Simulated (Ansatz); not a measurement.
α-N2 was calculated with r²SCAN in Ansatz (PAW).

Settings: plane-wave cutoff 560 eV, 6×6×6 k mesh, Fermi–Dirac smearing 0.01 eV, scalar-relativistic PAW data made under PBE.

Cell (relaxed at this level):

```cif
data_N8
_chemical_formula_sum 'N8'
_space_group_name_H-M_alt 'P 1'
_space_group_IT_number 1
_cell_length_a 5.77662
_cell_length_b 5.77662
_cell_length_c 5.77662
_cell_angle_alpha 90.000
_cell_angle_beta 90.000
_cell_angle_gamma 90.000
loop_
_space_group_symop_operation_xyz
  'x, y, z'
loop_
_atom_site_label
_atom_site_type_symbol
_atom_site_fract_x
_atom_site_fract_y
_atom_site_fract_z
_atom_site_occupancy
N1 N 0.94539 0.55461 0.44539 1
N2 N 0.44539 0.94539 0.55461 1
N3 N 0.94539 0.94539 0.94539 1
N4 N 0.05461 0.05461 0.05461 1
N5 N 0.55461 0.44539 0.94539 1
N6 N 0.55461 0.05461 0.44539 1
N7 N 0.44539 0.55461 0.05461 1
N8 N 0.05461 0.44539 0.55461 1
```

Problem. Predict the band gap and smallest direct gap on the k points sampled.

Solution. 
- band gap: 8.28 eV
- smallest direct gap on the k points sampled: 8.30 eV

Note: for a layered or molecular solid the relaxed cell lies over 5 % above the published volume, where the minimum can be shallow; the cell comes from a level without a dispersion term, which matters for the spacing of layers, chains or molecules.

Static lattice: no zero-point or thermal effects.

The result took around 7 core-minutes (rough).

Ansatz is a first-principles code.
